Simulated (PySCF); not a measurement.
```xyz
3
charge 0 multiplicity 1, angstrom
Si    0.0000    0.0000    0.0000
O     0.0000    0.0000    1.5273
O     0.0000    0.0000   -1.5273
```

Method: BP86/[Si def2-TZVP, O def2-TZVP], no relativity, density fitting, PySCF.

This geometry of SiO₂ is a stationary point at this level.

(1) What is the point group?

(2) Is it a minimum?

(3) What are the dipole moment and the gap between the highest occupied and lowest empty levels?

(4) Give the atomic charges and bond orders.

(5) Give the ideal-gas entropy at 298.15 K and 1 bar by parts.

Answers

(1) D∞h.

(2) Yes: all harmonic wavenumbers are real.

(3) 0.00 D and 3.85 eV.

(4) 
```json
{"atom": "Si1", "Mulliken": "0.76", "Löwdin": "0.28", "polar tensor": "1.01", "Mayer order to Si1": "–"}
{"atom": "O2,3", "Mulliken": "-0.38", "Löwdin": "-0.14", "polar tensor": "-0.50", "Mayer order to Si1": "2.17"}
```

(5) translation 159.9, rotation 59.3, vibration 13.7, spin 0.0; total 232.9 J/(mol K).
